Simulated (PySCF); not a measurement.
# CHCl (Chloromethylene): the cost of one run

The runs use PySCF 2.14.0, with density-fitted response routines of our own; the level of theory stands in each step. All values are computed, except where a source is named. Atoms count from 0, in the outputs and in this text.

### Step 1. Starting geometry

3 atoms, charge 0, multiplicity 1; geometry from: GFN2-xTB. The atoms were then displaced at random by about 0.01 Å, so the start is not that level's minimum.

Bonds of the start (Å): C0–Cl1 1.61, C0–H2 1.12.

### Step 2. Relaxing the molecule at PBE0-D3(BJ)/def2-TZVP

What the job is given:

```
{"job": {"xc": "PBE0", "basis": "def2-TZVP", "d3": "d3bj", "grid": 2, "shake": 0.01, "kind": "geom"}, "charge": 0, "multiplicity": 1}
C     -0.234670     0.464080     0.001360
Cl     1.249120    -0.152210    -0.013160
H     -1.008440    -0.346810    -0.007380
```

The run is started by

```console
$ OMP_NUM_THREADS=1 python probes_run.py task.json out
```

This one command runs all jobs of the session in turn.

Q: Estimate the wall time and peak memory of this first job on 1 thread of Arm Neoverse V2, shared host.

About 4.9 s, with a peak of 0.31 GiB.
